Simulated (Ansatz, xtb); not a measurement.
Worked example: CH3FO → H2CO + HF

Species: CH3FO `OCF`, singlet; H2CO (formaldehyde) `C=O`, singlet; HF (hydrogen fluoride), singlet. 

Shapes, held fixed at every level: PBE0-D4/def2-TZVP. Flexible molecules stand in one conformer, not always the lowest. Programs: Ansatz 0.2.0, xtb 6.7.1. The zero-point and thermal change to 298 K, harmonic and unscaled (PBE0-D4/def2-TZVP), is -16.8 kJ/mol.

At CCSD(T)/CBS estimate; 1 Eh = 2625.50 kJ/mol:

```
species  energy (Eh)
  CH3FO  -214.812543
   H2CO  -114.394077
     HF  -100.395703
```

Task: Work out ΔH(298 K) of the reaction at this level.

Result: 
1. Products less reactants: (-114.394077) + (-100.395703) − [(-214.812543)] = 0.022763 Eh = +59.8 kJ/mol.
2. With the thermal change: +59.8 + (-16.8) = +43.0 kJ/mol.

Other levels give +40.6 (HF/def2-TZVPP) to +99.9 kJ/mol (SPW92/def2-TZVPP). No measured value is set beside it here. The CBS estimate extrapolates MP2 from def2-TZVPP and def2-QZVPP and adds CCSD(T) − MP2 in the triple-zeta set, cores frozen.
